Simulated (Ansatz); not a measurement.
# AlH5O (built from SMILES O.[AlH3]): Born-Oppenheimer dynamics

The task is to watch the atoms for 40 steps of 0.25 fs, started with velocities for 500 K and run at constant energy, and see to which side of the barrier the system falls.

Computed with Ansatz 0.2.0, Gaussian basis. Level: PBE0-D4/def2-SVP.

## 1. Where the work starts

The start, a first-order saddle point found at PBE0-D4 in triple zeta: 7 atoms, charge 0, spin multiplicity 1.

Atoms are counted from 1 here; the program's logs count them from 0.

Bond lengths: Al1–H2 1.770 Å, Al1–H3 1.584 Å, Al1–H4 1.578 Å, Al1–H5 1.791 Å, Al1–O6 1.871 Å, H5–O6 1.228 Å, O6–H7 0.961 Å. Angles: H2–Al1–H3 110.1°, H2–Al1–H4 110.9°, H2–Al1–H5 34.9°, H2–Al1–O6 73.9°, H3–Al1–H4 124.7°, H3–Al1–H5 115.1°, H3–Al1–O6 112.1°, H4–Al1–H5 119.8°, H4–Al1–O6 113.7°, H5–Al1–O6 39.1°, Al1–H5–O6 73.9°, Al1–O6–H5 67.0°, Al1–O6–H7 119.8°, H5–O6–H7 113.0°.

As a file:

```xyz
7

Al   -0.40040   -0.63258    0.06674
H     1.36433   -0.51310    0.14352
H    -0.85511   -1.03563   -1.39640
H    -0.98076   -1.25995    1.39371
H     0.99501    0.48770    0.14780
O    -0.00959    1.19158    0.20569
H    -0.11357    1.76197   -0.56106
```

## 2. The run

File md/in.yaml:

```yaml
crystal:
  periodic: [false, false, false]
  atoms:
    - {symbol: Al, position_ang: [-0.400401, -0.632577, 0.066739]}
    - {symbol: H, position_ang: [1.364328, -0.513101, 0.143522]}
    - {symbol: H, position_ang: [-0.855108, -1.035626, -1.396402]}
    - {symbol: H, position_ang: [-0.980759, -1.259949, 1.393712]}
    - {symbol: H, position_ang: [0.995008, 0.487699, 0.147796]}
    - {symbol: O, position_ang: [-0.009595, 1.191582, 0.205689]}
    - {symbol: H, position_ang: [-0.113574, 1.761972, -0.561057]}
basis:
  gaussian: {orbitals: def2-SVP}
hamiltonian: {xc: pbe0, dispersion: d4}
md: {n_steps: 40, timestep: 0.25, temperature: 500, ensemble: nve, seed: 189, initial_velocities: maxwell_boltzmann}
```

Run with:

```sh
ansatz run in.yaml --threads 2 --pin off --events-out ev --progress --plain --max-ram 4352MiB
```

Before running it: what results should come out? Wanted: temperature at the start; mean temperature, second half; lowest and highest potential energy, from the first frame; largest change of potential + kinetic.

The runs gave:

| quantity | value |
| --- | --- |
| length | 40 steps, 10.0 fs |
| temperature at the start | 500 K |
| mean temperature, second half | 186 K |
| lowest and highest potential energy, from the first frame | 0 and 231 meV |
| largest change of potential + kinetic | 0.3 meV |

By the last frame it has not clearly left the saddle region. With no thermostat the total energy should stay fixed; it holds within 0.3 meV, small beside the kinetic energy, so the time step serves. With 7 atoms the instant temperature spans 144 to 500 K.
